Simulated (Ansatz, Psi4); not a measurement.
Heat of formation of H2SO4 (sulfuric acid) from total energies

H2SO4: 7 atoms, total charge 0, spin state singlet. As SMILES, `O=S(=O)(O)O`. The coordinates come from a PBE0-D4/def2-TZVP relaxation. This is one conformer, not always the lowest.

```xyz
7

O    -0.9771   -0.3714   -1.3125
S    -0.4350   -0.1273   -0.0274
O    -1.1677   -0.2563    1.1773
O     0.1792    1.3273   -0.0925
O     0.8519   -1.0255    0.1575
H     0.3093    1.6522    0.8091
H     1.2395   -1.1990   -0.7115
```

Total energies at wB97M-V/cc-pVDZ (Psi4 1.11); the atoms run unrestricted:

| species | state | energy (Eh) |
| --- | --- | --- |
| H2SO4 | singlet | -700.120521 |
| O | triplet | -75.049431 |
| S | triplet | -398.084413 |
| H | doublet | -0.491710 |

Harmonic wavenumbers at PBE0-D4/def2-TZVP, in cm⁻¹: 258, 336, 381, 445, 502, 553, 563, 855, 912, 1145, 1166, 1255, 1504, 3803, 3808.

Measured heats of formation of the gaseous atoms at 298.15 K, in kJ/mol: O 249.2, S 277.0, H 218.0. Spin-orbit lowering of the atoms at 298 K (mean of the ground term's levels less their thermal mean, from spectra), in kJ/mol: O 0.40, S 1.88. Take 1 Eh = 2625.50 kJ/mol, 1 cm⁻¹ = 0.0119627 kJ/mol, RT = 2.479 kJ/mol.

Task: Work out the heat of formation of the gas at 298 K.

Result: 
1. Electronic atomisation energy: 4 × (-75.049431) + (-398.084413) + 2 × (-0.491710) − (-700.120521) = 0.854964 Eh = 2244.7 kJ/mol.
2. Zero-point energy: half the sum of the wavenumbers, 8743 cm⁻¹ = 104.6 kJ/mol.
3. Thermal vibrational enthalpy, Σ hcν̃/(exp(hcν̃/kT) − 1): 5.8 kJ/mol. Translation, rotation and pV of a non-linear molecule: 4 RT = 9.9 kJ/mol.
4. The 7 free atoms carry 5/2 RT each: 43.4 kJ/mol.
5. Spin-orbit coupling lowers the free atoms by 4 × 0.40 + 1.88 = 3.5 kJ/mol.
6. Atomisation enthalpy at 298 K: 2244.7 − 3.5 − 104.6 − 5.8 − 9.9 + 43.4 = 2164.3 kJ/mol.
7. Sum of the atoms' heats of formation: 1709.8 kJ/mol. Heat of formation: 1709.8 − 2164.3 = -454.5 kJ/mol.

The tabulated value is -735.1 kJ/mol (NIST-JANAF tables), so this level is off by +280.6 kJ/mol, or 11.5 % of the atomisation enthalpy that the table implies (2445.0 kJ/mol). Anharmonicity and any spin-orbit splitting of the molecule are left out.
